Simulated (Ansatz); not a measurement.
We consider bcc Ta, described by PBE-D3(BJ) in Ansatz (PAW).

Numerical settings: plane-wave cutoff 520 eV, 24×24×24 k mesh, Fermi–Dirac smearing 0.05 eV, scalar-relativistic PAW data made under PBE.

Pressure at four volumes; x = ln(V/17.729 Å³). One pressure is withheld.

```
V (Å³/atom)        x  P (GPa)
-----------  -------  -------
16.665       -0.0619        ?
17.020       -0.0408     9.14
17.729        0.0000     0.02
18.792        0.0582   -10.71
```

Task: Pass a parabola P(x) through the three rows shown, estimate the bulk modulus and its pressure derivative near zero pressure, and predict the withheld pressure.

Result: Slopes between the rows: (0.02 − (9.14))/(0.0000 − (-0.0408)) = -223.53 and (-10.71 − (0.02))/(0.0582 − (0.0000)) = -184.36 GPa. Their difference over the span 0.0990 is c = 39.17/0.0990 = 395.7 GPa, so P(x) = 9.14 + (-223.53)(x − (-0.0408)) + 395.7 (x − (-0.0408))(x − (0.0000)). At the middle row B = −dP/dx = −[-223.53 + 395.7 × 0.0408] = 207.4 GPa, and B′ = dB/dP = 2c/B = 3.8. At x = -0.0619 the parabola gives 14.37 GPa; the run gives 14.43 GPa. The Birch–Murnaghan fit to the energies at all volumes has B0 = 206 GPa and B′ = 3.9.

Measured, for comparison: bulk modulus 198 GPa (corrected for temperature and zero-point phonon effects, sources range from 194 to 203; as tabulated in Levämäki et al. (2014), arXiv:1402.3671). Computed less measured: bulk modulus +4.0 % (+1.5 % to +6 % over the range).

Spin–orbit coupling is not included.

Ansatz is an electronic-structure program.
